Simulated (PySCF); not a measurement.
Peak assignment

Geometry:
```
atom   x (Å)   y (Å)   z (Å)
  C1  -0.628   0.342   0.723
  C2   0.551   0.855   0.103
  C3   0.934  -0.079  -0.798
  O4   0.083  -1.128  -0.785
  C5  -0.861  -0.859   0.145
  H6  -1.220   0.807   1.495
  H7   1.044   1.793   0.303
  H8   1.753  -0.144  -1.495
  H9  -1.622  -1.610   0.277
```

Theoretical values (PySCF 2.14): couplings computed with B3LYP/pcJ-2, σ from GIAO-B97-2/pcSseg-2, PBE0-D3(BJ)/def2-TZVP structure. Non-relativistic Hamiltonian, equivalent nuclei averaged, no solvent, single conformer.

Scale: TMS for 13C (σref 185.38), 1H (σref 31.64) (reference shieldings calculated alike).

Task: Assign these signals to the numbered atoms. 13C{1H} NMR (computed): δ 148.7 (CH), 115.9 (CH).

Result: 
148.7 → C3/C5, aromatic CH next to the ring oxygen
115.9 → C1/C2, aromatic CH

Task: Assign these signals to the numbered atoms. 1H NMR (300 MHz, computed): δ 7.62 (m, 2H), 6.64 (m, 2H).

Result: 
7.62 → H8/H9, hydrogen on an aromatic CH next to the ring oxygen: the ring current deshields protons in the ring plane
6.64 → H6/H7, hydrogen on an aromatic CH: the ring current deshields protons in the ring plane

Splittings below 1 Hz are ignored in the labels, and close J values are merged. Couplings among chemically equivalent protons are left out too, so labels in AA′BB′ or AA′XX′ sets are apparent multiplicities. Shifts are as computed. Against solution values, carbons near 30 ppm lie about +3 ppm off and those near 130 ppm about +7 ppm. Of 1211 compounds with measured shifts, 218 miss one by over three times the rms of a fit or turn the order of signals round; such compounds aren't used in these exercises.
